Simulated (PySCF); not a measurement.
1,4-dihydroquinoxaline radical cation, C8H8N2 (charge +1 and doublet state).
Geometry (PBE0-D3(BJ)/def2-SVP, Å), atoms numbered from 1 in this order:
```xyz
18
C8H8N2 angstrom
C      2.2670    1.0398   -0.0398
C      2.4745   -0.3078    0.0543
N      1.4127   -1.1528    0.0962
C      0.1076   -0.6983    0.0475
C     -0.9842   -1.5694    0.0910
C     -2.2718   -1.0567    0.0385
C     -2.4844    0.3257   -0.0583
C     -1.4104    1.2023   -0.1023
C     -0.1076    0.6999   -0.0500
N      1.0005    1.5263   -0.0902
H      3.0911    1.7513   -0.0763
H      3.4742   -0.7383    0.0977
H      1.5744   -2.1530    0.1666
H     -0.8154   -2.6460    0.1663
H     -3.1244   -1.7374    0.0726
H     -3.5020    0.7185   -0.0995
H     -1.5733    2.2799   -0.1776
H      0.8540    2.5289   -0.1600
```

The hyperfine couplings belong to this conformer and change with its torsions.

As a line formula: 1,4-dihydroquinoxaline radical cation, `C1=CC=C2NC=CNC2=C1` [SMILES of the parent framework; charge +1 and doublet state].

The calculation used PySCF 2.14.0, UKS B3LYP, IGLO-III on C N, pcH-1 on H, non-relativistic, mean-field spin-orbit, GIAO. One conformer (not necessarily the lowest) at the PBE0-D3(BJ)/def2-SVP geometry, without solvent, vibrations or thermal averaging. The SCF solution wasn't tested for stability. No frequencies were computed at this geometry's level, so the symmetric structure isn't shown to be a minimum.

Principal values of hyperfine tensors in MHz (contact and dipolar terms together), for some of the nuclei:

| atom | isotope | A1 | A2 | A3 | alike by the symmetry of this geometry |
| --- | --- | --- | --- | --- | --- |
| H13 | 1H | -44.00 | -29.51 | -2.62 | H18 |
| N3 | 14N | -2.10 | -1.79 | 43.92 | N10 |
| H12 | 1H | -17.17 | -13.76 | -1.97 | H11 |
| C4 | 13C | -12.64 | -10.95 | 4.87 | C9 |
| H16 | 1H | -7.84 | -5.74 | -0.73 | H15 |
| C8 | 13C | -4.09 | -3.05 | -1.79 | C5 |
| C7 | 13C | -3.02 | -2.50 | 12.52 | C6 |
| H14 | 1H | -3.59 | -2.51 | 1.82 | H17 |

Task: Split each tensor into its isotropic and traceless parts, and turn a_iso into mT with g = 2.0030.

Result: a_iso is a third of the trace, T = A − a_iso, and a(mT) = a(MHz)/(g × 13.996).

```
atom  a_iso (MHz)  a_iso (mT)      T1      T2     T3
 H13       -25.38      -0.905  -18.62   -4.13  22.76
  N3        13.34       0.476  -15.44  -15.13  30.58
 H12       -10.97      -0.391   -6.21   -2.79   9.00
  C4        -6.24      -0.223   -6.40   -4.71  11.11
 H16        -4.77      -0.170   -3.07   -0.97   4.04
  C8        -2.98      -0.106   -1.11   -0.07   1.19
  C7         2.33       0.083   -5.35   -4.84  10.19
 H14        -1.43      -0.051   -2.16   -1.08   3.24
```

Task: What spin density at the nucleus of C8 lies behind its contact coupling (g_N = 1.40482)?

Result: a_FC = (2μ0/3) gₑ μB g_N μN ρ(0)/(2S·h) = 800.24 MHz × g_N × ρ(0)/(2S), with ρ in bohr⁻³. With a_FC = -2.98 MHz and 2S = 1, ρ(0) = -0.00265 bohr⁻³.

Task: C1 (13C, g_N = 1.40482) isn't in the table. Its spin density at the nucleus is -0.002932 bohr⁻³. What is its contact coupling?

Result: By the same relation, a_FC = -3.30 MHz. Its full tensor has the principal values -15.56, -13.86, 19.54 MHz.

Task: Name the largest traceless tensor T of the table and describe it.

Result: N3: -15.4, -15.1, 30.6 MHz, axial, in the ratio −1:−1:+2.

Task: In a single crystal, with the field along each principal axis of the tensor of N3 in turn, what first-order splitting does this nucleus give (isotropic g, quadrupole terms neglected)?

Result: 3 lines (I = 1), spaced by |A_i|/(g × 13.996): 0.07, 0.06, 1.57 mT along the axes of A1, A2 and A3.
